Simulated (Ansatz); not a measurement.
A made-up structure of MgAlH$_{2}$S, doublet:

```
5
angstrom
Mg 1.5442 -0.0525 -0.6143
Al -0.5028 0.0866 0.2065
S -1.3798 2.7011 0.7960
H -1.2077 -1.3446 0.3514
H 1.5467 -1.7650 -0.7747
```

It is relaxed with PBE-D4/def2-SVP and then PBE0-D4/def2-TZVP (Ansatz 0.2.0). Atoms count as bonded within 1.22 times the sum of their covalent radii (H–H: 0.88 Å). The end point is not checked to be a true minimum.

(1) Does its bonding change? (A judgement: the text doesn't fix the answer.)

Answers

(1) The calculation gives: Yes. Formed: Mg1–S3, Al2–S3; broken: none.

Where it ends: The first stage lowers the energy by 4.50 eV in 21 steps. It ends as MgAlH₂S ([MgH][S][AlH]):
Mg1  (1.422, -0.115, -0.572)
Al2  (-1.300, -0.337, 0.482)
S3  (-0.144, 1.444, 0.191)
H4  (-2.778, -0.482, 1.051)
H5  (2.800, -0.884, -1.187)
(Å)

Labels in which every atom is bracketed show which atoms are joined, not bond orders.

For scale, one of the runs: PBE0-D4/def2-TZVP relaxation, 118 basis functions, launched by `ansatz run in.yaml --threads 2 --pin off --events-out ev --progress --plain --max-ram 4352MiB`. The run took about 18 s on 2 CPU threads of an Arm Neoverse V1 (shared host).
